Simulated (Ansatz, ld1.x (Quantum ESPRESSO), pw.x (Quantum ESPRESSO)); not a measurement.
## Equation-of-state test of one TM potential (B (Z = 5))

- Element: B (Z = 5)
- Generator: ld1.x (Quantum ESPRESSO) 7.5
- Type: norm-conserving Troullier–Martins (Kleinman–Bylander form)
- Functional: LDA (PW92)
- Relativity: scalar-relativistic
- Frozen core: [He]
- Valence charge: 3
- Reference configuration: 2s2 2p1
- Partial waves: 2s (bound): rc 1.55 bohr; 2p (bound): rc 4.05 bohr; 3d channel at 0.4 Ry: rc 3.50 bohr
- Local potential: all-electron potential smoothed inside 1.45 bohr (lloc = -1)
- Core correction: none

Crystal test: sc B in pw.x 7.5, no spin, 17³ k-points, Fermi–Dirac smearing 0.01 Ry, cutoffs 60/240 Ry. The reference is all-electron LAPW (Ansatz 0.2.0) with the same functional, mesh and smearing; V0 and B0 come from Birch–Murnaghan fits to the pressures at five volumes. Errors are pseudo minus all-electron; Δ is the rms difference of the E(V) curves that follow from these fits, minima aligned, over ±6 % about the mean V0. Mesh and smearing are coarse, so the numbers serve the comparison and aren't converged zero-temperature values; the lattice is a test structure that the element need not adopt.

All-electron: a0 = 1.865 Å (V0 = 6.49 Å³/atom), B0 = 249.7 GPa.

Q: How far does the potential miss the all-electron equation of state?

A: converged, but broken (pressure over 100 GPa off). The pressure does not cross zero within the volumes sampled, so no fit is given. The largest radius (4.05 bohr) exceeds half the bond length (1.77 bohr), so the spheres overlap, which is one possible source of error among others. The pseudo pressure rises with volume over the whole range, a mechanical instability. Atomic configuration tests: 1 of 9 tests not solved or not reliable. A pressure error of this size marks a broken potential; the numbers have no physical meaning.

```csv
V (Å³/atom),P all-electron (GPa),P pseudo (GPa)
6.193,12.68,-139.17
6.356,5.37,-136.75
6.519,-1.14,-134.06
6.682,-6.94,-131.18
6.845,-12.11,-128.16
```

Q: At the middle volume, how do free energy and pressure move when the wave cutoff is lowered (ecutrho kept at four times it)?

A:

```
cutoff (Ry)  shift of F (meV/atom)  shift of P (GPa)
         27                  +17.0             -0.00
         36                  +14.2             -0.22
         48                   +4.7             -0.42
```

The run at the middle volume (165 k-points, 5 iterations) took about 3 s on one core of a shared host (Neoverse-V2, 192 threads, 742 GiB, load 20).
